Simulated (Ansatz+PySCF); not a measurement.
The numbers below are computed, except where a source is named.
Several solutions for doublet CO₂(-)

```yaml
atoms:
  - { symbol: O, position_ang: [0.0000, 0.0000, -1.1593] }
  - { symbol: C, position_ang: [0.0000, 0.0000, 0.0000] }
  - { symbol: O, position_ang: [0.0000, 0.0000, 1.1593] }
```

Basis set: aug-cc-pVDZ (spherical functions). Charge -1, multiplicity 2.

CASSCF(3,3) was run from several starts with Ansatz (development build ahead of 0.2.0) and PySCF 2.14.0. The starts are those of the Hartree–Fock orbitals from which the active space was taken at the frontier.

| run | program | start | converged | energy (hartree) | <S²> |
| --- | --- | --- | --- | --- | --- |
| A | Ansatz | search for the lowest state | yes | -187.62784 | 0.75 |
| B | Ansatz | stability test followed | yes | -187.62784 | 0.75 |
| C | PySCF | program defaults | yes | -187.60886 | 0.75 |
| D | Ansatz | atomic start, no search | yes | -187.62784 | 0.75 |

Question: Which runs reached the lowest solution of this kind, and what is wrong with the others?

Answer: A, B, D reached the lowest solution found. Converged but too high: C by 0.52 eV. Convergence only shows a stationary point; in CASSCF the end hangs on which orbitals enter the active space. Caution: other starts end on other solutions of this active space.
